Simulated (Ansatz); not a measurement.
System: antifluorite Mg2Ge. Method: PBE (PAW; Ansatz, an electronic-structure program).

Run with plane-wave cutoff 520 eV, 10×10×10 k mesh, Fermi–Dirac smearing 0.01 eV, scalar-relativistic PAW data made under PBE.

Pressure at four volumes; x = ln(V/22.066 Å³). One pressure is withheld.

```json
[
 {"V (Å³/atom)": "20.742", "x": "-0.0619", "P (GPa)": "?"},
 {"V (Å³/atom)": "21.184", "x": "-0.0408", "P (GPa)": "2.21"},
 {"V (Å³/atom)": "22.066", "x": "0.0000", "P (GPa)": "0.00"},
 {"V (Å³/atom)": "23.390", "x": "0.0583", "P (GPa)": "-2.56"}
]
```

**Question.** Pass a parabola P(x) through the three rows shown, estimate the bulk modulus and its pressure derivative near zero pressure, and predict the withheld pressure.

**Answer.** Slopes between the rows: (0.00 − (2.21))/(0.0000 − (-0.0408)) = -54.17 and (-2.56 − (0.00))/(0.0583 − (0.0000)) = -43.91 GPa. Their difference over the span 0.0991 is c = 10.26/0.0991 = 103.5 GPa, so P(x) = 2.21 + (-54.17)(x − (-0.0408)) + 103.5 (x − (-0.0408))(x − (0.0000)). At the middle row B = −dP/dx = −[-54.17 + 103.5 × 0.0408] = 49.9 GPa, and B′ = dB/dP = 2c/B = 4.1. At x = -0.0619 the parabola gives 3.49 GPa; the run gives 3.50 GPa. The Birch–Murnaghan fit to the energies at all volumes has B0 = 49.6 GPa and B′ = 4.2.
